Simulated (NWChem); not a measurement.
# methanethiol (CH₄S); SMILES CS

Results from NWChem. All runs use the structure optimised with PBE0/def2-SVP.

For level Hartree-Fock/def2-TZVPD:

- highest occupied level (eV) = -9.72
- orbital gap (eV) = 11.47
- dipole (D) = 1.63

**Question.** Estimate the same quantities for level BLYP/def2-TZVPD.

**Answer.** 
- highest occupied level (eV): -5.46
- orbital gap (eV): 4.69
- dipole (D): 1.48
